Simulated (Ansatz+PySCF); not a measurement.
## singlet C₆H₆: levels of theory in one basis

```yaml
atoms:
  - { symbol: C, position_ang: [1.2833, 0.0000, 0.0000] }
  - { symbol: C, position_ang: [0.6417, 1.1114, 0.0000] }
  - { symbol: C, position_ang: [-0.6417, 1.1114, 0.0000] }
  - { symbol: C, position_ang: [-1.2833, 0.0000, 0.0000] }
  - { symbol: C, position_ang: [-0.6417, -1.1114, 0.0000] }
  - { symbol: C, position_ang: [0.6417, -1.1114, 0.0000] }
  - { symbol: H, position_ang: [2.2889, 0.0000, 0.0000] }
  - { symbol: H, position_ang: [1.1444, 1.9823, 0.0000] }
  - { symbol: H, position_ang: [-1.1444, 1.9823, 0.0000] }
  - { symbol: H, position_ang: [-2.2889, 0.0000, 0.0000] }
  - { symbol: H, position_ang: [-1.1444, -1.9823, 0.0000] }
  - { symbol: H, position_ang: [1.1444, -1.9823, 0.0000] }
```

Basis set: def2-SVP (spherical functions). Left uncorrelated: 6 orbitals. Charge 0, multiplicity 1.

Computed with Ansatz (development build ahead of 0.2.0); each method stands on the lowest determinant of its kind that the runs found. NEVPT2 correlates all electrons. Active spaces start from the frontier orbitals, and the lowest solution found is given.

| method | E − E(RHF) (eV) | <S²> of the determinant |
| --- | --- | --- |
| RHF | 0.00 | 0.00 |
| CASSCF(6,6) | -1.66 | – |
| SC-NEVPT2(6,6) | -21.40 | – |

Q: What does RHF-MP2 give on the same scale?

A: -20.74 eV.

Q: Is a single determinant a sound starting point here?

A: By this sign, yes. Unrestricted orbitals gain 0.00 eV and <S²> is 0.00 against 0.00 for a pure state. The CASSCF(6,6) natural occupations are 1.97, 1.93, 1.93, 0.07, 0.07, 0.02.

Caution for CASSCF(6,6), SC-NEVPT2(6,6): other starts end on other solutions of this active space.
